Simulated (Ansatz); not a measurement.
Diamond-structure Ge, treated with PBEsol in Ansatz (PAW).

Run with plane-wave cutoff 520 eV, 20×20×20 k mesh, Fermi–Dirac smearing 0.05 eV, scalar-relativistic PAW data made under PBE.

Computed at the level's own relaxed cell.

Elastic tensor (GPa, Voigt notation, ions relaxed):

```
  114.7    43.8    43.8     0.0     0.0     0.0
   43.8   114.7    43.8     0.0     0.0     0.0
   43.8    43.8   114.7     0.0     0.0     0.0
    0.0     0.0     0.0    58.6     0.0     0.0
    0.0     0.0     0.0     0.0    58.6     0.0
    0.0     0.0     0.0     0.0     0.0    58.6
```

**Question.** Work out the Voigt, Reuss and Hill averages of the bulk and shear moduli, Young's modulus and Poisson's ratio from the printed constants.

**Answer.** K_V = [C11 + C22 + C33 + 2(C12 + C13 + C23)]/9 = [344.1 + 2 × 131.4]/9 = 67.4 GPa. G_V = [344.1 − 131.4 + 3 × 175.8]/15 = 49.3 GPa. From the compliances S = C⁻¹, K_R = 67.4 and G_R = 46.5 GPa. Hill means: K = 67.4, G = 47.9 GPa. E = 9KG/(3K + G) = 116 GPa, ν = (3K − 2G)/(6K + 2G) = 0.21, K/G = 1.41.

Measured, for comparison: elastic constant C11 131 GPa, elastic constant C12 49 GPa, elastic constant C44 68 GPa (low temperature, zero-point motion not removed; as tabulated in Tanner et al. (2021), arXiv:2110.11888). Computed (rounded) less measured: elastic constant C11 -12 %, elastic constant C12 -11 %, elastic constant C44 -14 %.

Note: the solid has no gap at this level, which affects its response.

Static lattice: no zero-point or thermal effects.

Ansatz is a first-principles code.
